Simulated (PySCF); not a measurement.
## Li2S at several levels of theory

All levels use the PBE0 minimum (singlet; S–Li 2.069 Å (×2); Li–S–Li 136.5°), basis [S def2-TZVP, Li def2-TZVP], no relativity, density fitting, no spin–orbit coupling, PySCF. For vertical energies the ionised species is a doublet (spins chosen at PBE0 and kept). Atomisation goes to high-spin ground-configuration atoms, without zero-point energy. Open shells are unrestricted, also as the reference of the correlated levels. A dash marks a value that was not computed or is not defined at that level.

```csv
level,atomisation (kJ/mol),vertical IP (eV),−ε(HOMO) (eV),gap (eV),dipole (D)
PBE0,590,6.53,4.48,3.62,4.19
CCSD(T),?,?,–,–,–
HF,377,5.27,6.74,7.24,4.53
PBE,604,6.66,3.52,2.14,3.94
r2SCAN,609,6.54,3.64,2.86,4.21
B3LYP,598,6.62,4.30,3.18,4.07
TPSSh,?,?,?,?,?
MP2,577,6.44,–,–,–
MN15,663,6.52,5.06,4.94,4.17
M06-L,649,6.46,3.43,2.61,4.38
```

Task: Fill in the row of CCSD(T).

Result: atomisation (kJ/mol) 567, vertical IP (eV) 6.33.

Task: Fill in the row of TPSSh.

Result: atomisation (kJ/mol) 600, vertical IP (eV) 6.52, −ε(HOMO) (eV) 3.90, gap (eV) 2.87, dipole (D) 4.17.

For Li₂S itself CCSD(T) correlates 12 electrons; T1 = 0.008, D1 = 0.018, (T) = -25 kJ/mol.
